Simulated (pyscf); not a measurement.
## Routes from PH₃ (SMILES P) + HO–SiH₃ (SMILES O[SiH3])

Candidate steps break at most two bonds and form at most two. Each was searched with GFN2-xTB (tblite) first. Optimised with ωB97X-D3(BJ)/def2-SVP in PySCF. Energies: ωB97M-D3(BJ)/def2-TZVP, kJ/mol, from the separated reactants, singlet surface; ΔG‡ with ideal gas, 1 atm, RRHO with modes under 100 cm⁻¹ raised to 100, one conformer, R ln 2 for chiral ones without a mode under 150 cm⁻¹.

```json
[
 {"products": "HO–SiH₂–PH₂ + H₂", "type": "four-centre exchange", "ΔE‡": "246.0", "ΔE": "+2.2", "ΔG‡ 298 K": "284.8", "ΔG‡ 900 K": "371.5", "ν‡ (cm⁻¹)": "1611i"},
 {"products": "HO–PH₂ + SiH₄", "type": "four-centre exchange", "ΔE‡": "246.4", "ΔE": "+98.4", "ΔG‡ 298 K": "294.6", "ΔG‡ 900 K": "390.1", "ν‡ (cm⁻¹)": "560i"},
 {"products": "H₃Si–O–PH₂ + H₂", "type": "four-centre exchange", "ΔE‡": "276.8", "ΔE": "+26.2", "ΔG‡ 298 K": "312.2", "ΔG‡ 900 K": "401.8", "ν‡ (cm⁻¹)": "1386i"}
]
```

Row 1: On the reactant side the descent ends in a complex, 17.6 kJ/mol under the separated species and 249.8 kJ/mol under the saddle at ωB97X-D3(BJ)/def2-TZVP. 

Plain bond fissions and candidates not yet searched are not listed, and one of them may be faster. Each barrier is that of the saddle found; lower ones may exist.
